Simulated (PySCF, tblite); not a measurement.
**C5H8P+: geometry, infrared bands and NMR shifts**

Wanted: the infrared bands and NMR shifts of C5H8P+ (`C1=C[PH2+]C=CC1`), by calculation.

Computed with tblite 0.8.0 and PySCF 2.14.0, with density-fitted response routines of our own, on a single molecule in the gas phase. Atoms are numbered from 0 throughout.

### Step 1. The starting structure

14 atoms, charge 1, multiplicity 1; geometry from: force field or distance geometry start.

Bonds of the start (Å): C0–C1 1.33, C1–P2 1.76, P2–C3 1.74, C3–C4 1.34, C4–C5 1.51, C5–C0 1.51, C0–H6 1.10, C1–H7 1.09, P2–H8 1.41, P2–H9 1.40, C3–H10 1.10, C4–H11 1.09, C5–H12 1.11, C5–H13 1.09.

### Step 2. Geometry optimisation with GFN2-xTB

The job: settings as JSON, then the geometry in Å.

```
{"job": {"kind": "relax", "xc": "GFN2-xTB", "basis": "xTB"}, "charge": 1, "multiplicity": 1}
C     -0.529000     1.290900    -0.455100
C      0.791400     1.232500    -0.338900
P      1.666300    -0.202100     0.194000
C      0.392600    -1.363300     0.455300
C     -0.913200    -1.122500     0.289900
C     -1.511800     0.179400    -0.179200
H     -0.981200     2.232800    -0.789500
H      1.383300     2.119800    -0.560900
H      2.394700     0.044600     1.371600
H      2.555000    -0.641600    -0.795000
H      0.679800    -2.363800     0.799200
H     -1.628800    -1.921500     0.481500
H     -2.220000     0.524200     0.597000
H     -2.079800    -0.009700    -1.092100
```

Launch:

```sh
$ OMP_NUM_THREADS=1 python probes_run.py task.json out
```

One launch serves the whole session: the jobs run in the order shown.

**Question.** This job is followed by: GFN2-xTB harmonic vibrations, gas phase; GIAO PBE0/pcSseg-1 NMR shielding, non-relativistic, gas phase. Predict these results of the whole session: strongest single infrared mode (GFN2-xTB); zero-point energy (GFN2-xTB); ¹³C shifts against TMS (PBE0/pcSseg-1, means over atoms taken as alike); ¹H shifts against TMS (PBE0/pcSseg-1, means over atoms taken as alike); ³¹P shifts against H3PO4 (PBE0/pcSseg-1).

The runs gave:

| quantity | value |
| --- | --- |
| strongest single infrared mode (GFN2-xTB) | 701 cm⁻¹, 127 km/mol |
| zero-point energy (GFN2-xTB) | 68.7 kcal/mol |
| ¹³C shifts against TMS (PBE0/pcSseg-1, means over atoms taken as alike) | 171.7, 96.9, 35.0 ppm |
| ¹H shifts against TMS (PBE0/pcSseg-1, means over atoms taken as alike) | 8.22, 6.75, 6.30, 3.86 ppm |
| ³¹P shifts against H3PO4 (PBE0/pcSseg-1) | -99.3 ppm |

**Reading.** The optimisation took 15 steps and gained 0.105 eV; among the close pairs (by a distance rule), P2–C3 changed most, from 1.743 to 1.775 Å. No mode is imaginary among the 36: a minimum at this level. The strongest single mode, at 701 cm⁻¹, has its largest shares on H7, H10, C1 and C3 (the list is cut at 4 atoms). Unscaled tight-binding wavenumbers are off by several per cent, some by more. Its intensities can rank the bands wrongly. At PBE0/pcSseg-1: The largest span, 292 ppm, is at C0, C4, where the paramagnetic term is -240 ppm.
